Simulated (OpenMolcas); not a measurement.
**How the cost of ROMP2 grows with the basis: [OF2]+**

[OF2]+: 3 atoms, total charge +1, spin state doublet. SMILES: `F[O+]F`. The shape is that of a GFN2-xTB optimisation.

ROMP2, 3 core orbitals frozen, energy, OpenMolcas 26.06, on 1 thread of Arm Neoverse V1, shared host. N is the number of basis functions, t the processor time.

| basis | N | t (s) | ln N | ln t |
| --- | --- | --- | --- | --- |
| cc-pVDZ | 42 | 3.4 | 3.738 | 1.224 |
| aug-cc-pVDZ | 69 | 7.2 | 4.234 | 1.974 |
| cc-pVTZ | 90 | 15 | 4.500 | 2.708 |
| aug-cc-pVTZ | 138 | ? | 4.927 | ? |

Task: Fit t = C·Nᵖ to the known rows and estimate the time in aug-cc-pVTZ.

Result: 
1. Means of the 3 rows: ln N = 4.15733, ln t = 1.9687.
2. Σ(Δln N)² = 0.29914, Σ(Δln N·Δln t) = 0.56602, so the slope is 0.56602/0.29914 = 1.8922.
3. Intercept: 1.9687 − (1.8922) × 4.15733 = -5.8978. The largest residual of the fit is 0.140.
4. ln t = -5.8978 + 1.8922 × 4.927, so t ≈ 31 s.

The run took 65 s, so the estimate is too short by a factor of about 2.1. The fitted power is 1.9, with the electron count fixed. Fixed start-up costs flatten the line at the short runs, so it runs low for the long one.
